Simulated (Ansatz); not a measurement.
A nudged elastic band was laid between two geometries of BClFH + H2 (6 atoms, charge 0, multiplicity 1).

Level of theory: Ansatz 0.2.0, RKS B3LYP-D4/def2-SVP.

| Property | Result |
| --- | --- |
| movable images | 7 |
| climbing image | yes |
| spring | 5.0 eV/Å² |
| optimiser | quadratic models (default) |
| start path | through a guess of the saddle point |
| force threshold | 0.03 eV/Å |
| iteration limit | 60 |
| end points | relaxed |

First end point:

```xyz
6
Properties=species:S:1:pos:R:3
B -0.026 0.499 0.145
Cl -0.079 0.957 1.838
H 1.022 0.340 -0.418
F -1.157 0.342 -0.505
H 0.036 -2.560 0.530
H 0.209 -2.249 1.201
```

Last end point:

```xyz
6
Properties=species:S:1:pos:R:3
B 0.088 -0.316 -0.508
Cl 0.254 -0.168 2.431
H 0.919 0.550 -0.625
F -1.188 0.026 -0.598
H 0.346 -1.492 -0.410
H -0.413 -1.272 2.500
```

What changes between the two ends?

Bonds broken: B1–Cl2, H5–H6. Bonds formed: B1–H5, Cl2–H6. BClFH + H2 becomes BFH2 + ClH.

What energy profile does the band end with?

The forces met the threshold. The highest image is number 4 of 0 to 8, 1.48 eV above the first end and 0.69 eV above the last; the last end lies 0.79 eV above the first. A vibrational analysis at the climbing image gives one clearly imaginary mode, 895i cm⁻¹: a first-order saddle point. The orbitals stay closed-shell, which can raise the energy where a bond breaks towards radicals; this wasn't checked here.

```
image  path coordinate (Å)  energy (eV)  B1–Cl2 (Å)  H5–H6 (Å)  B1–H5 (Å)
    0                 0.00         0.00        1.75       0.76       3.08
    1                 0.53         0.03        1.76       0.76       2.60
    2                 1.06         0.21        1.78       0.76       2.14
    3                 1.59         0.77        1.87       0.80       1.65
    4                 2.11         1.48        2.15       1.07       1.32
    5                 2.65         1.01        2.59       1.56       1.22
    6                 3.18         0.83        2.93       2.06       1.21
    7                 3.71         0.79        2.96       2.65       1.21
    8                 4.24         0.79        2.95       3.02       1.21
```

What is the geometry of the highest image?


```xyz
6
Properties=species:S:1:pos:R:3:forces:R:3
B 0.010 -0.282 0.025 0.00 0.00 0.00
Cl 0.023 0.125 2.135 0.00 0.00 0.00
H 1.055 0.124 -0.396 0.00 0.00 0.00
F -1.168 0.073 -0.475 0.00 0.00 0.00
H 0.070 -1.574 0.265 0.00 0.00 0.00
H 0.015 -1.137 1.238 0.00 0.00 0.00
```

What are the harmonic wavenumbers there?

895i, 267, 558, 769, 946, 1038, 1095, 1286, 1395, 1621, 2141, 2688 cm⁻¹.

The run took 65 s on 1 thread of AMD EPYC 9R45 96-Core Processor (Zen 5) (shared host), peak memory 0.13 GiB.
